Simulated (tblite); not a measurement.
Isomers of C8H10O2. Computed with GFN2-xTB (tblite): harmonic, unscaled wavenumbers at the GFN2-xTB geometry, gas phase. Against measured fundamentals such values can be off by several per cent, at times by over 20. One conformer each.

Electronic energies: GFN2-xTB at the same geometries; isomer energies are rough at this level and their order can be wrong.

| SMILES | electronic energy, lowest = 0 (kJ/mol) |
| --- | --- |
| COc1ccc(OC)cc1 | 0.0 |
| C#C[C@@H]1CCOC(=O)[C@H]1C | 91.6 |
| COc1ccccc1CO | 9.5 |
| CCC1(C)C(=O)C=CC1=O | 45.8 |
| C=C/C=C/C(=C)OC(C)=O | 131.7 |

Problem. How do GFN2-xTB zero-point energies change the relative energies?

Solution. 
```tsv
SMILES	ZPE (kJ/mol)	of it from modes above 1550 cm⁻¹	electronic (kJ/mol)	with ZPE, lowest = 0 (kJ/mol)	lowest mode (cm⁻¹)	rings
COc1ccc(OC)cc1	420.4	199.7	0.0	0.0	62	1
COc1ccccc1CO	421.8	202.2	9.5	11.0	78	1
CCC1(C)C(=O)C=CC1=O	420.1	212.8	45.8	45.5	38	1
C#C[C@@H]1CCOC(=O)[C@H]1C	422.0	205.4	91.6	93.2	37	1
C=C/C=C/C(=C)OC(C)=O	409.2	225.0	131.7	120.5	27	0
```

The zero-point energies span 12.8 kJ/mol, from `C=C/C=C/C(=C)OC(C)=O` to `C#C[C@@H]1CCOC(=O)[C@H]1C`. The order is unchanged.

Problem. What do entropy and thermal enthalpy add at 298.15 K and 1 bar (rigid rotor, harmonic oscillator, one conformer each)?

Solution. 
```tsv
SMILES	point group	symmetry number	S (J/(mol K))	H − H(0) (kJ/mol)	ZPE + H − H(0) − TS (kJ/mol)
COc1ccc(OC)cc1	C2h	2	395.9	28.14	330.5
COc1ccccc1CO	C1	1	398.7	27.74	330.7
CCC1(C)C(=O)C=CC1=O	Cs	1	415.5	29.70	325.9
C#C[C@@H]1CCOC(=O)[C@H]1C	C1	1	408.1	28.55	328.9
C=C/C=C/C(=C)OC(C)=O	C1	1	459.3	32.92	305.2
```
